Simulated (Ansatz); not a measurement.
Geometry optimisation, RKS PBE-D4/def2-TZVP in Ansatz.

Input file:

```yaml
crystal:
  periodic: [false, false, false]
  atoms:
    - { symbol: B, position_ang: [0.0, 0.0, 0.0] }
    - { symbol: "N", position_ang: [1.0346, 0.0, 1.4114] }
    - { symbol: H, position_ang: [0.1576, -0.2713, 1.9414] }
    - { symbol: H, position_ang: [1.9116, 0.2713, 1.9414] }
    - { symbol: H, position_ang: [1.3899, 0.0, -0.0116] }
    - { symbol: H, position_ang: [-1.0305, 0.0, -0.595] }
basis:
  gaussian: { orbitals: def2-TZVP }
hamiltonian:
  xc: pbe
  dispersion: d4
relax:
  f_tol: 0.15
  max_steps: 25
  restrain:
    - { distance: [1, 4], at: 1.06, k: 30.0 }
    - { distance: [0, 1], at: 2.75, k: 30.0 }
    - { distance: [0, 4], at: 2.39, k: 30.0 }
```

Launched with:

```bash
$ ansatz run input.yaml --threads 2 --pin off --max-ram 3072MiB --backend cpu --events-out ev --progress --plain --runs-dir out
```

Q: Where does it end, and by what steps?

A: The forces met the threshold. The restraints hold the end off the free minimum; the threshold counts their pulls, which the force column leaves out. Restrained pairs: N2–H5 (1.47 → 1.04 Å), B1–N2 (1.75 → 2.74 Å), B1–H5 (1.39 → 2.39 Å). After 11 steps the energy has fallen by 0.911 eV (the restraints' own energy left out); H4 moved furthest, 0.97 Å. The start is strongly strained (largest force component 8 eV/Å), so its close contacts needn't be bonds.

```json
{"step": "0", "energy less start (eV)": "0.0000", "largest force component (eV/Å)": "8.335", "accepted": "yes"}
{"step": "1", "energy less start (eV)": "2.4527", "largest force component (eV/Å)": "12.148", "accepted": "yes"}
{"step": "2", "energy less start (eV)": "3.6443", "largest force component (eV/Å)": "11.090", "accepted": "yes"}
{"step": "3", "energy less start (eV)": "1.9049", "largest force component (eV/Å)": "8.543", "accepted": "yes"}
{"step": "4", "energy less start (eV)": "0.1716", "largest force component (eV/Å)": "5.937", "accepted": "yes"}
{"step": "5", "energy less start (eV)": "-0.3433", "largest force component (eV/Å)": "2.014", "accepted": "yes"}
{"step": "6", "energy less start (eV)": "-0.4891", "largest force component (eV/Å)": "1.407", "accepted": "yes"}
{"step": "7", "energy less start (eV)": "-0.5966", "largest force component (eV/Å)": "1.046", "accepted": "yes"}
{"step": "8", "energy less start (eV)": "-0.7465", "largest force component (eV/Å)": "0.783", "accepted": "yes"}
{"step": "9", "energy less start (eV)": "-0.8492", "largest force component (eV/Å)": "0.609", "accepted": "yes"}
{"step": "10", "energy less start (eV)": "-0.8955", "largest force component (eV/Å)": "0.573", "accepted": "yes"}
{"step": "11", "energy less start (eV)": "-0.9112", "largest force component (eV/Å)": "0.731", "accepted": "yes"}
```

```xyz
6
Properties=species:S:1:pos:R:3
B -0.144 0.240 -0.744
N 1.343 -0.184 1.520
H 0.481 -0.687 1.728
H 1.200 0.824 1.570
H 1.718 -0.445 0.586
H -1.134 0.252 0.027
```

The run took 9.1 s on 2 threads of Arm Neoverse V1, with other jobs on the host, peak memory 0.11 GiB.
